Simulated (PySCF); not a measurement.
Calculation: B3LYP-D3(BJ)/def2-TZVP run with PySCF 2.14.0. All species are isolated molecules in the gas phase. One relaxed conformer stands for a flexible species; it need not be the lowest. B3LYP has the VWN-RPA correlation part, as in Gaussian. Excitations are Tamm–Dancoff values on a coarser integration grid. The basis has no diffuse functions, so Rydberg states are missing or too high.

Reference species (SMILES): `C=O` (neutral, multiplicity 1).

| Property | Value |
|---|---|
| T1 excitation (TDA) | 3.36 eV |
| S1 excitation (TDA) | 4.04 eV |

Changed species: `O=CC(F)F` (O–C–C–F torsion 122°) (X = difluoromethyl; the reference has X = H).

Task: Give the shifts of the T1 excitation (TDA) and S1 excitation (TDA).

Result: the T1 excitation (TDA) increases by 0.04 eV, to 3.40 eV; the S1 excitation (TDA) rises by 0.04 eV, to 4.08 eV.
